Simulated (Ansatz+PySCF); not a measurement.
**singlet ClF: levels of theory in one basis**

```xyz
2

Cl    0.0000    0.0000   -0.6144
F     0.0000    0.0000    1.1605
```

Basis set: def2-SVP (spherical functions). Correlated methods keep 6 orbitals frozen. Charge 0, multiplicity 1.

Computed with Ansatz (development build ahead of 0.2.0); each method stands on the lowest determinant of its kind that the runs found. NEVPT2 correlates all electrons. Active spaces start from the frontier orbitals, and the lowest solution found is given.

```
         method  E − E(RHF) (eV)  <S²> of the determinant
            RHF             0.00                     0.00
            UHF            -0.04                     0.18
        UHF-MP2            -8.63                     0.18
       RHF-CCSD            -9.52                        –
       UHF-CCSD            -9.51                     0.18
    RHF-CCSD(T)            -9.74                        –
    UHF-CCSD(T)            -9.72                     0.18
   CASSCF(14,8)            -1.41                        –
SC-NEVPT2(14,8)            -8.61                        –
```

Question: What does RHF-MP2 give on the same scale?

Answer: -9.05 eV.

Question: Is a single determinant a sound starting point here?

Answer: Only with care. Unrestricted orbitals gain 0.04 eV and <S²> is 0.18 against 0.00 for a pure state, so spin symmetry breaks but gains little energy; restricted orbitals can still serve. The CASSCF(14,8) natural occupations are 2.00, 2.00, 2.00, 2.00, 2.00, 2.00, 1.90, 0.11.

Caution for UHF, UHF-MP2, UHF-CCSD, UHF-CCSD(T): the unrestricted determinant is spin contaminated. Caution for UHF-MP2: another reference gives a lower total.
